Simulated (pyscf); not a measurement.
H₃C–InH–CH₃ + H atom (H•) -> methane (CH₄) + [H₃C–InH]•, a substitution at C (doublet surface; C–In broken, C–H formed). PySCF, gas phase, ωB97X-D3(BJ)/def2-SVP geometries. Energies in eV from the separated reactants.

AM1 to PM7: differences of heats of formation from MOPAC. Open shells are spin-unrestricted. 

Task: In single points PM7 puts the saddle at 0.53 eV and the reaction energy at -2.81 eV. Should these be trusted to within a few kcal/mol? Compare with ωB97M-D3(BJ)/def2-TZVP.

Result: ωB97M-D3(BJ)/def2-TZVP gives ΔE‡ = 0.60 eV and ΔE = -1.98 eV. PM7 lies 0.07 eV under it in the barrier and 0.84 eV under it in the reaction energy, so on this step it does not hold to within 0.13 eV. ωB97M-D3(BJ)/def2-TZVP has limits of its own. Abstraction by the radical was not located in this set and often lies lower. One saddle was located; it need not be the lowest between these sides. The angle at the attacked C is 180°. Elements past Kr carry the def2 core potentials, without spin-orbit coupling.
